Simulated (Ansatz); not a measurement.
CO, singlet: reading a ladder of total energies

Geometry: MP2(full)/6-31G*, from the G2/97 set.

| atom | x (Å) | y (Å) | z (Å) |
| --- | --- | --- | --- |
| O | 0.0000 | 0.0000 | 0.0000 |
| C | 0.0000 | 0.0000 | 1.1503 |

Basis STO-3G; Ansatz 0.2.0. Only valence electrons are correlated (noble-gas cores frozen), which leaves 10 electrons in 8 orbitals. R marks a restricted (for open shells ROHF) determinant.

Full CI is exact within this basis and frozen core; it isn't the basis-set limit.

Runs differ by some tens of microhartree through their thresholds, so steps under 0.03 kcal/mol mean nothing.

```json
{"level": "RHF", "total energy (hartree)": "-111.225383"}
{"level": "RMP2", "total energy (hartree)": "-111.358685"}
{"level": "RCCSD", "total energy (hartree)": "-111.359959"}
{"level": "RCCSD(T)", "total energy (hartree)": "-111.367824"}
{"level": "RCCSDT", "total energy (hartree)": "-111.369000"}
{"level": "RCCSDT(Q)", "total energy (hartree)": "-111.368584"}
{"level": "RCCSDTQ", "total energy (hartree)": "-111.368579"}
{"level": "full CI", "total energy (hartree)": "-111.368712"}
```

Task: What is the correlation energy at full CI, and what share of it do RMP2 and RCCSD(T) recover?

Result: E(corr) = -111.368712 − (-111.225383) = -0.143329 hartree = -3.900 eV. RMP2: -0.133302 / -0.143329 = 93.00 %. RCCSD(T): -0.142441 / -0.143329 = 99.38 %.

Task: By how many kcal/mol does RCCSD(T) miss full CI (1 hartree = 627.509 kcal/mol), and which steps make up the rest?

Result: -111.367824 − (-111.368712) = 0.000888 hartree = 0.56 kcal/mol. Steps: RCCSDT − RCCSD(T) = -0.74, RCCSDT(Q) − RCCSDT = 0.26, RCCSDTQ − RCCSDT(Q) = 0.00, full CI − RCCSDTQ = -0.08 kcal/mol. That is within 1 kcal/mol of the reference in this basis, which itself misses far more of the correlation at the basis-set limit.
